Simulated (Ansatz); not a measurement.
# Property card for SiC₂N₄

Level of theory: DFT r2SCAN, scalar-relativistic, plane waves, PAW (Ansatz 0.2.0).

Settings: cutoff 500 eV, Γ-centred mesh 4×4×4 on the computed 14-atom cell, Gaussian smearing of 0.02 eV; no spin polarisation.

The structure is relaxed at this level of theory with its symmetry kept. Whether it is the stable form of this composition wasn't checked.

```
Si C N
1.0
     6.64125    0.00000    0.00000
     0.00000    6.64125    0.00000
     0.00000    0.00000    6.64125
Si C N
2 4 8
Cartesian
  3.3206 3.3206 3.3206
  0.0000 0.0000 0.0000
  4.9809 1.6603 1.6603
  1.6603 1.6603 4.9809
  4.9809 4.9809 4.9809
  1.6603 4.9809 1.6603
  0.9674 5.6738 0.9674
  4.2881 4.2881 4.2881
  5.6738 5.6738 5.6738
  2.3532 4.2881 2.3532
  2.3532 2.3532 4.2881
  4.2881 2.3532 2.3532
  0.9674 0.9674 5.6738
  5.6738 0.9674 0.9674
```

| Quantity | Value |
| --- | --- |
| Space group | Pn-3m (No. 224) |
| Volume per atom | 141.2 bohr³ |
| Formation energy from the elements' standard states (uncorrected) | -0.212 eV/atom |
| Generalised Kohn–Sham band gap | 4.82 eV, indirect from Γ to (0.276, 0.276, 0.276) |
| Löwdin character of the top 1 eV of the valence band | N 2p 95 % |
| Löwdin character of the lowest 1 eV of the conduction band | C 2p 37 %, N 2p 21 %, Si 3p 20 %, unprojected 15 % |
| Electron masses at the edge by Cartesian direction of the standard setting (m_e; degenerate bands sorted by energy; no spin-orbit coupling) | x: 1.2; y: 1.2; z: 1.2 |
| Hole masses at the edge by Cartesian direction of the standard setting (m_e; degenerate bands sorted by energy; no spin-orbit coupling) | x: 0.90, 0.90, 0.80; y: 0.90, 0.90, 0.80; z: 0.90, 0.90, 0.80 |
| Bulk modulus | 111 GPa |
| Its pressure derivative | 3.9 |
| Electronic dielectric constant xx, yy, zz of the standard setting (independent particles) | 2.7, 2.7, 2.7 |

Cost: 12 runs of about 38 core-minutes in all, on Intel Xeon Processor @ 2.50GHz (Skylake/Cascade Lake) (shared hosts).